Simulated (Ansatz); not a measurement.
Basis-set extrapolation for `O=S=O` (PBE0-D4/def2-TZVP geometry, frozen core, Ansatz). Multiplicity 1, RHF reference.

```csv
,cc-pV(T+d)Z,cc-pV(Q+d)Z
HF,-547.303305,-547.321432
MP2 correlation,-0.656360,-0.709368
CCSD(T) correlation,-0.683219,-0.734050
```

Energies in hartree. Use E(X) = E(∞) + A·exp(−5.46·√X) for Hartree–Fock and E(X) = E(∞) + B·X^(−3.05) for correlation, with X = 3 and 4.

What is the CCSD(T) energy at the basis-set limit?

HF limit: -547.321432 + (-0.018127) × 0.30130 = -547.32689. Correlation limit: -0.734050 + (-0.050831) × 0.71189 = -0.77024. Total: -548.09713 hartree, 3.01 eV below CCSD(T)/cc-pV(T+d)Z.
